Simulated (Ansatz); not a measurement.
Results of r²SCAN (Ansatz, a first-principles code, plane waves, PAW) for diamond.

Run with plane-wave cutoff 600 eV, 18×18×18 k mesh, finite displacements, scalar-relativistic PAW data made under PBE.

Computed at the level's own relaxed cell.

```cif
data_C8
_chemical_formula_sum 'C8'
_space_group_name_H-M_alt 'Fd-3m :1'
_space_group_IT_number 227
_space_group_name_Hall 'F 4d 2 3 -1d'
_cell_length_a 3.56004
_cell_length_b 3.56004
_cell_length_c 3.56004
_cell_angle_alpha 90.000
_cell_angle_beta 90.000
_cell_angle_gamma 90.000
loop_
_atom_site_label
_atom_site_type_symbol
_atom_site_symmetry_multiplicity
_atom_site_Wyckoff_symbol
_atom_site_fract_x
_atom_site_fract_y
_atom_site_fract_z
_atom_site_occupancy
C1 C 8 a 0.00000 0.00000 0.00000 1
```
(The calculation used a cell of 2 atoms; values per cell refer to that cell.)

Harmonic phonon frequencies (cm⁻¹; i marks an imaginary mode):

| q point | frequencies |
|---|---|
| Γ | 0 0 0 1324 1324 1324 |
| X | 802 802 1076 1076 1224 1224 |
| L | 561 561 1059 1221 1221 1284 |

Measured, for comparison: zone-centre TO phonon frequency 1333 cm⁻¹ (low temperature, no zero-point or thermal correction; as tabulated in Kunc et al. (2003), arXiv:cond-mat/0304692). Computed less measured: zone-centre TO phonon frequency -0.7 %.

No imaginary mode appears at these points.
